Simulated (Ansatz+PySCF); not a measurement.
Two shapes of doublet CH₂F.

Shape 1:

```xyz
4

C     0.6659    0.0000   -0.0539
H     1.1105   -0.9139    0.1253
H     1.1105    0.9139    0.1253
F    -0.6752    0.0000    0.0143
```

Shape 2:

```xyz
4

C     0.6595    0.0000   -0.0565
H     1.1169   -0.9405    0.1278
H     1.1169    0.9405    0.1278
F    -0.6816    0.0000    0.0117
```

Basis set: cc-pVTZ (spherical functions). Frozen core: 2 orbitals. Correlation on ROHF uses semicanonical orbitals with singles. Charge 0, multiplicity 2.

Computed with Ansatz (development build ahead of 0.2.0) and PySCF 2.14.0; each method stands on the lowest determinant of its kind that the runs found.

Q: Which shape is lower in energy, and by how much in each method?

A:

```json
{"method": "ROHF", "E(2) − E(1) (eV)": "-0.055"}
{"method": "UHF", "E(2) − E(1) (eV)": "-0.057"}
{"method": "ROHF-MP2", "E(2) − E(1) (eV)": "-0.068"}
{"method": "UHF-MP2", "E(2) − E(1) (eV)": "-0.068"}
{"method": "ROHF-CCSD(T)", "E(2) − E(1) (eV)": "-0.076"}
```

Shape 2 is lower.
